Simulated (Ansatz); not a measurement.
Start from `C=C1C=C1Cl` and change one atom or group to get `C=C1C=C1C`.

Ansatz, PBE0-D4/def2-TZVP geometries, multiplicity 1. 

```json
{"property": "LUMO energy (PBE0/def2-TZVPP) / eV", "`C=C1C=C1Cl`": "-0.70"}
{"property": "HOMO energy (ωB97M-V/def2-TZVPP) / eV", "`C=C1C=C1Cl`": "-8.30"}
{"property": "HOMO–LUMO gap (PBE/def2-TZVPP) / eV", "`C=C1C=C1Cl`": "3.42"}
{"property": "ideal-gas entropy at 298 K and 1 bar (rigid rotor, harmonic PBE0-D4/def2-TZVP) / J/(mol·K)", "`C=C1C=C1Cl`": "302"}
{"property": "LUMO energy (ωB97M-V/def2-TZVPP) / eV", "`C=C1C=C1Cl`": "1.50"}
{"property": "size of the dipole moment (PBE/def2-TZVPP) / D", "`C=C1C=C1Cl`": "1.57"}
```

(1) Give the same properties after the change, and the shifts. (Best estimate.)

Results:

(1) Computed: 
```
                                                                                  property  `C=C1C=C1C`  shift
                                                        LUMO energy (PBE0/def2-TZVPP) / eV        -0.13   0.57
                                                     HOMO energy (ωB97M-V/def2-TZVPP) / eV        -7.87   0.43
                                                       HOMO–LUMO gap (PBE/def2-TZVPP) / eV         3.52   0.10
ideal-gas entropy at 298 K and 1 bar (rigid rotor, harmonic PBE0-D4/def2-TZVP) / J/(mol·K)          306      4
                                                     LUMO energy (ωB97M-V/def2-TZVPP) / eV         2.05   0.55
                                            size of the dipole moment (PBE/def2-TZVPP) / D         2.56   0.99
```

With PBE0 the HOMO rises by 0.45 eV and the LUMO rises by 0.57 eV, so the gap widens by about 0.12 eV. PBE moves the HOMO by 0.43 eV and ωB97M-V by 0.43 eV. The zero-point energy changes by 96.6 kJ/mol with +9 modes. Dipoles are sizes alone; their direction can turn.
